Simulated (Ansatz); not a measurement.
C₃H₇FS, SMILES `CCSCF`. Total charge 0; spin multiplicity 1.

```xyz
12

C     0.3840    1.4584    0.3824
C     0.9271    0.0569    0.5780
S    -0.3300   -1.2071    0.8849
C    -1.0445   -1.3869   -0.7321
F    -1.9336   -0.3822   -1.0685
H     1.2070    2.1682    0.2580
H    -0.2549    1.5162   -0.4995
H    -0.2098    1.7677    1.2443
H     1.5753    0.0095    1.4568
H     1.5286   -0.2650   -0.2768
H    -0.2608   -1.4019   -1.4940
H    -1.5885   -2.3339   -0.7337
```

What are the harmonic wavenumbers in cm⁻¹ at PBE0-D4/def2-TZVP (Ansatz, finite differences of forces, unscaled)? (Estimate.)

The calculation gave: 70, 114, 219, 293, 316, 417, 675, 757, 770, 928, 995, 1025, 1067, 1090, 1258, 1281, 1297, 1350, 1408, 1453, 1463, 1482, 1493, 3052, 3057, 3064, 3106, 3126, 3130, 3151.

Is this a minimum?

Yes, all 30 modes are real.

Give the ideal-gas thermochemistry at 298.15 K and 1 bar (rigid rotor, harmonic oscillator; point group C1, symmetry number 1).

Zero-point energy 256.6 kJ/mol; H(298) − E = 276.3 kJ/mol; entropy 337.6 J/(mol·K), of which translation 165.5, rotation 111.6, vibration 60.5; G(298) − E = 175.6 kJ/mol. Modes under 100 cm⁻¹ are hindered rotations or soft bends, so the harmonic entropy is rough.

Rotational constants (cm⁻¹)?

0.1728, 0.1005, 0.07123.
